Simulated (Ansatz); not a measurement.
Isolated molecules relaxed with PBE0-D4/def2-TZVP in Ansatz; ΔE leaves out vibrations. CCSD(T)/CBS adds triple-zeta CCSD(T) − MP2 to the extrapolated MP2 energy (def2 sets, frozen cores). This one scheme is used for every species. Functionals use def2-TZVPP. For Mg outer-core shells are correlated without core-valence functions, which leaves a few kJ/mol of doubt a bond. Each species was taken in one conformer, which may not be the lowest.

Consider the formal hydrolysis of a Mg–Cl bond: `[OH][Mg][Cl]` + H₂O → `[OH][Mg][OH]` + HCl.

`[OH][Mg][Cl]`:

```xyz
4

O    -0.933    0.717   -0.155
Mg    0.416   -0.365    0.108
Cl    2.064   -1.738    0.473
H    -1.547    1.386   -0.425
```

H₂O:

Z-matrix (Å, degrees):
```
O
H 1 0.960
H 1 0.960 2 105.1
```

`[OH][Mg][OH]`:

```xyz
5

O    -1.206   -1.158   -0.570
Mg    0.002   -0.002    0.000
O     1.216    1.149    0.567
H    -1.841   -1.857   -0.484
H     1.829    1.867    0.487
```

HCl:

Z-matrix (Å, degrees):
```
Cl
H 1 1.279
```

```
             level  ΔE (eV)
         revPBE-D4     0.86
         r2SCAN-D4     0.89
            B97M-V     0.92
             BHLYP     0.92
RPA@PBE/def2-TZVPP     0.81
     HF/def2-TZVPP     1.03
CCSD(T)/def2-TZVPP     0.85
     HF/def2-QZVPP     1.03
```

(1) What does CCSD(T)/CBS give? (Best estimate.)

Largest T1 diagnostic among the species: 0.011.

Answers

(1) Computed: +0.87 eV. The listed levels differ from it by -0.01, 0.02, 0.05, 0.05, -0.06, 0.16, -0.02, 0.16 eV.

From BLYP to BHLYP (50 % exact exchange), in def2-TZVPP and without D4, ΔE moves by +0.13 eV. Leaving LDA and LC-ωPBE aside and taking each functional with its dispersion term where it has one, the values, not all of them listed here, spread over 0.15 eV, from BLYP-D4 to r2SCAN0-D4. LDA lies −0.04 eV from PBE without D4. At CCSD(T), def2-SVP lies −0.04 eV from the extrapolated value and def2-TZVPP −0.02 eV.
